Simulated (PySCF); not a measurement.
C₅H₅N.
Atom-mapped SMILES: `[N:1]#[C:2][C@H:3]1[C@H:4]2[CH2:5][C@@H:6]12`

Cartesian coordinates in Å at the GFN2-xTB level; atoms count from 1:
```
atom  x, y, z in Å
N1     1.8714   -0.2068    2.1390
C2     1.3977   -0.3366    1.1051
C3     0.8272   -0.5125   -0.1901
C4    -0.6630   -0.6586   -0.3620
C5    -1.0381    0.6522    0.2566
C6    -0.0007    0.5780   -0.8204
H7     1.4664   -1.0981   -0.8479
H8    -1.2353   -1.4380   -0.8162
H9    -0.7352    0.8681    1.2739
H10   -2.0010    1.0685   -0.0113
H11    0.1160    1.0865   -1.7527
```

Definitions: NICS(0) = −σiso at the ring centroid; NICS(1) = −σiso and NICS(1)zz = −σzz at ±1 Å along the ring normal z. Level: GIAO PBE0/pcSseg-1 (PySCF, non-relativistic, gas phase) on the GFN2-xTB geometry, one conformer.

Ring bond lengths (Å), with Mayer bond orders in brackets: C3–C4 1.507 (0.95), C4–C6 1.476 (0.79), C6–C3 1.507 (0.95); C4–C5 1.497 (0.97), C5–C6 1.497 (0.97), C6–C4 1.476 (0.79).

Task: What do the NICS probes read (ppm)?

Result: 
```json
{"ring": "C3–C4–C6", "type": "3-membered carbocycle; formal bonds all single", "NICS(0)": "-47.5", "NICS(1), two faces": "-8.4 / -14.8", "NICS(1)zz, two faces": "-24.0 / -19.4", "rms pucker (Å)": "0.00", "centre to ring atoms, mean (Å)": "0.86"}
{"ring": "C4–C5–C6", "type": "3-membered carbocycle; formal bonds all single", "NICS(0)": "-46.7", "NICS(1), two faces": "-7.7 / -15.2", "NICS(1)zz, two faces": "-23.1 / -26.3", "rms pucker (Å)": "0.00", "centre to ring atoms, mean (Å)": "0.86"}
```

Task: What do they say, and how far can they be read as aromaticity?

Result: 
- C3–C4–C6: mean NICS(1)zz -21.7 ppm, shielded. C3, C4, C6 have four or more neighbours; no verdict on aromaticity is drawn. C5, outside the ring, lies only 1.06 Å from a NICS(1) probe, which then mostly feels that atom. The two faces differ by 4.6 ppm, so no symmetry operation interchanges them. NICS(0) lies 36 ppm below the mean NICS(1).
- C4–C5–C6: mean NICS(1)zz -24.7 ppm, shielded. C4, C5, C6 have four or more neighbours; no verdict on aromaticity is drawn. C3, outside the ring, lies only 1.06 Å from a NICS(1) probe, which then mostly feels that atom. The two faces differ by 3.2 ppm, so no symmetry operation interchanges them. NICS(0) lies 35 ppm below the mean NICS(1).

Task: At the second NICS(1) probe listed for ring C4–C5–C6, 1 Å off the ring, how large is the induced field along the normal in 1 T applied along it?

Result: NICSzz × B0 = -26.3 ppm × 1 T = -26 μT, against the applied field.
